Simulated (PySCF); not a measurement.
Input of a run (PBE0-D3(BJ)/def2-SVP geometry optimisation, gas phase (PySCF 2.14.0)), started from GFN2-xTB:
```
{"job": {"xc": "PBE0", "basis": "def2-SVP", "d3": "d3bj", "grid": 1, "shake": 0.03, "kind": "geom"}, "charge": 0, "multiplicity": 1}
P     -0.867560    -0.616300     0.015510
P      0.916210     0.528360    -0.016030
H     -1.552550     0.240350     0.982530
H     -1.401260     0.253800    -1.008380
H      1.499410    -0.276430     0.948510
H      1.475130    -0.221820    -1.034570
```

Output (energies in Eh, forces in Eh/bohr):
```
step   0  E = -684.61318442  max force = 0.042632
step   1  E = -684.62071913  max force = 0.009559
step   2  E = -684.62146019  max force = 0.003845
step   3  E = -684.62151164  max force = 0.000893
step   4  E = -684.62151566  max force = 0.000118
optimisation converged
```

Task: Summarise the run.

Result: The energy falls by 0.227 eV over 5 energy and gradient evaluations, the largest force component goes from 0.0426 to 1.2e-04 Eh/bohr, and the atoms move by 0.086 Å rms after alignment. The bond that changes most is P1–P2 (both ends three-coordinate phosphorus), which lengthens by 0.127 Å. Bonds longer at the end by more than 0.005 Å: 3 of 5; shorter: 2. Among the angles that change most is H3–P1–H4, from 86.7° to 92.1°. The energy never rose by more than 1e-6 Eh on the way. The first step brought 90 % of the lowering.

Task: What are the final bond lengths?

Result: P1–P2 2.246 Å, P1–H3 1.430 Å, P1–H4 1.430 Å, P2–H5 1.430 Å, P2–H6 1.430 Å. Numbering counts from 1 in the input's order; the species is `PP` (P2H4).

The run used 56 basis functions and 29 SCF cycles in all. The run took 3.0 s wall on Arm Neoverse V2, one thread, shared host, and the process peaked at 0.25 GiB of memory.

Whether it is a minimum is left open (no frequencies). One conformer, not necessarily the lowest.

Shape of the structure used: `[PH2:1][PH2:2]`: H–P1–P2–H 91°, H–P1–P2–H -177°.
